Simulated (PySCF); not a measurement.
AlO2, quartet: molecular constants

These are results of PySCF, UPBE0, basis Al def2-TZVP, O def2-TZVP (no relativity, density fitting), not measurements.

The structure is a minimum.

Z-matrix (Å, degrees; charge 0 multiplicity 4):
```
Al
O  1 1.7559
O  1 1.7559 2 110.80
```

- Point group: C2v
- Bond lengths: Al–O 1.756 Å (×2)
- Bond angles: O–Al–O 110.8°
- Dipole moment: 2.21 D
- Principal polarisabilities: 31.9, 36.5, 39.7 bohr³
- Atomisation energy without zero-point energy: 705 kJ/mol
- Principal quadrupole moments (Buckingham, traceless) about the centre of mass: -6.30, 1.52, 4.77 D Å
- Rotational symmetry number: 2
- Highest occupied level (α): -6.94 eV
- Enthalpy at 298.15 K above 0 K: 11.91 kJ/mol
- Entropy at 298.15 K and 1 bar (electronic part: spin only): 272.1 J/(mol K)
- Heat capacity Cp at 298.15 K: 47.2 J/(mol K)
- Zero-point energy: 10.1 kJ/mol
- Lowest empty level (β): -5.12 eV
- Rotational constants: 1.158, 0.2523, 0.2071 cm⁻¹
- Spin squared ⟨S²⟩: 3.758

Harmonic modes (masses in u: Al 26.982, O 15.995):
| ω (cm⁻¹) | IR (km/mol) | μ (u) |
| --- | --- | --- |
| 195 | 28.8 | 17.74 |
| 715 | 53.6 | 18.22 |
| 778 | 65.9 | 19.54 |

Charges (e):
```tsv
atom	Mulliken	Löwdin	polar tensor	spin (Mulliken)	Mayer order to Al1
Al1	0.53	0.04	0.85	0.89	–
O2,3	-0.27	-0.02	-0.43	1.05	1.13
```

Mulliken populations on Al1: s 5.16, p 6.93, d 0.32, f 0.07.

The spin densities have lower symmetry than the nuclear frame, so modes carry no symmetry labels. This need not be the most stable arrangement of these atoms. At this level a doublet minimum of C2v symmetry lies 78 kJ/mol below this structure.

The final relaxation and frequency run took 39 s on 4 threads of a shared Arm Neoverse N1 host, with 99 basis functions and 8 gradients; the process peaked at 0.96 GiB.
